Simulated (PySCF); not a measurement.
Bond stretch in SMILES NC (CH5N). The N2–H7 bond (N2 also carries C, H; H7 carries nothing else) is pulled apart rigidly from the PBE0/def2-TZVP optimised geometry.

Methods: UKS-PBE = unrestricted PBE/cc-pVDZ (PySCF); RKS-BP86/6-31G* = restricted BP86/6-31G*, spherical d in PySCF; UMP2 = MP2 on UHF/cc-pVDZ, 2 core orbitals frozen (PySCF).

Energies are in mEh, each relative to the lowest point of its own curve near equilibrium.

```
R / Å  UKS-PBE  RKS-BP86/6-31G*   UMP2
-----  -------  ---------------  -----
0.75     114.3            112.3  113.8
0.81      59.9             58.5   59.0
0.85      36.1             35.0   35.0
0.92      11.1             10.6   10.2
0.96       3.9              3.6    3.3
0.98       1.8              1.6    1.4
1.01       0.1              0.1    0.0
1.04       0.0              0.0    0.2
1.07       1.1              1.2    1.8
1.12       5.2              5.3    6.6
1.18      12.6             12.7   15.2
1.25      23.6             23.7   27.6
1.38      46.9             46.7   53.9
1.51      70.7             70.1   93.3
1.66      96.1             95.2  130.5
1.83     121.0            119.9  149.2
2.00     138.8            140.6  157.0
2.22     151.0            161.9  160.9
2.48     157.5            180.5  162.5
2.71     160.1            192.5  163.0
3.04     161.9            204.5  163.4
3.54     162.9            215.1  163.8
```

At the longest distance, 3.54 Å, RKS-BP86/6-31G* lies highest above its minimum (215.1 mEh) and UKS-PBE lowest (162.9 mEh).

The unrestricted determinant behind UKS-PBE is spin-contaminated at 2.00 to 3.54 Å (<S²> up to 1.0, against 0.00 for a pure singlet). The restricted form behind RKS-BP86/6-31G* keeps the bonding electrons paired and can't separate into open-shell fragments. The unrestricted determinant behind UMP2 is spin-contaminated at 1.51 to 3.54 Å (<S²> up to 1.0, against 0.00 for a pure singlet).
